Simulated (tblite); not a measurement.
Species: C3H4FS (doublet state).
Atom-mapped SMILES: `[CH3:1][C@:2]1([F:3])[CH:4][S:5]1` (hydrogens: H6, H7, H8 on C1; H9 on C4)

Computed with GFN2-xTB (tblite), gas phase: L-BFGS steps from a force-field or distance-geometry start until the largest atomic force falls under 0.01 eV/Å.

The end geometry, which sets the zero of energy:
```
atom  x, y, z in Å
C1     -1.1332   -0.1728    0.1440
C2      0.2803   -0.0073   -0.3260
F3      0.4535   -0.5494   -1.5739
C4      1.4154    0.1076    0.5543
S5      1.0594    1.6635   -0.1011
H6     -1.8244    0.2634   -0.5746
H7     -1.2606    0.3046    1.1107
H8     -1.3514   -1.2370    0.2341
H9      2.3747   -0.3666    0.5074
```

Question: These geometries come from the run, each turned onto the end geometry. Order them by energy, lowest first.
A.
```
atom  x, y, z in Å
C1     -1.1397   -0.1722    0.1393
C2      0.3016   -0.0918   -0.3023
F3      0.6078   -0.9046   -1.3618
C4      1.3759    0.2639    0.5868
S5      0.9457    1.6229   -0.3902
H6     -1.6940    0.6823   -0.2310
H7     -1.1434   -0.1474    1.2206
H8     -1.5993   -1.0922   -0.2120
H9      2.3591   -0.1549    0.5255
```
B.
```
atom  x, y, z in Å
C1     -1.1238   -0.1747    0.1455
C2      0.2845   -0.0501   -0.3474
F3      0.4711   -0.6765   -1.5459
C4      1.3929    0.1529    0.5427
S5      1.0252    1.6489   -0.2369
H6     -1.7985    0.4417   -0.4349
H7     -1.1686    0.1320    1.1826
H8     -1.4438   -1.2057    0.0458
H9      2.3747   -0.2625    0.6233
```
C.
```
atom  x, y, z in Å
C1     -1.1364   -0.1716    0.1510
C2      0.2944   -0.0732   -0.3005
F3      0.5187   -0.8584   -1.4011
C4      1.4085    0.2597    0.5532
S5      1.0219    1.6287   -0.4227
H6     -1.7309    0.6456   -0.2504
H7     -1.1960   -0.1513    1.2340
H8     -1.5562   -1.1065   -0.2129
H9      2.3897   -0.1670    0.6242
```
D.
```
atom  x, y, z in Å
C1     -1.1246   -0.1820    0.1387
C2      0.2849   -0.0324   -0.3456
F3      0.4443   -0.5751   -1.5960
C4      1.4029    0.1189    0.5531
S5      1.0314    1.6599   -0.1199
H6     -1.8086    0.3179   -0.5458
H7     -1.2030    0.2732    1.1215
H8     -1.3855   -1.2388    0.2106
H9      2.3719   -0.3355    0.5583
```
E.
```
atom  x, y, z in Å
C1     -1.1241   -0.1790    0.1425
C2      0.2853   -0.0241   -0.3331
F3      0.4419   -0.5551   -1.5866
C4      1.4116    0.1102    0.5521
S5      1.0402    1.6614   -0.1024
H6     -1.8028    0.2858   -0.5694
H7     -1.2413    0.2926    1.1103
H8     -1.3732   -1.2351    0.2357
H9      2.3760   -0.3508    0.5259
```

Answer: E (0.005 eV), D (0.010 eV), B (0.026 eV), C (0.060 eV), A (0.117 eV).

In the order of the answer:

| step | E above end (eV) | largest force (eV/Å) | rms force component (eV/Å) | rms distance from end (Å) | rms bond change (Å) | bond most changed (Å) |
| --- | --- | --- | --- | --- | --- | --- |
| 38 | 0.005 | 0.13 | 0.051 | 0.021 | 0.002 | C2–S5 +0.004 |
| 36 | 0.010 | 0.19 | 0.063 | 0.044 | 0.002 | C2–S5 +0.006 |
| 31 | 0.026 | 0.28 | 0.092 | 0.152 | 0.004 | C2–F3 -0.006 |
| 12 | 0.060 | 0.09 | 0.036 | 0.344 | 0.002 | C1–C2 +0.005 |
| 2 | 0.117 | 0.48 | 0.175 | 0.364 | 0.009 | C2–S5 -0.023 |

What follows is the cost of the whole relaxation. The run took 0.19 s wall on Arm Neoverse V1, one thread, shared host.
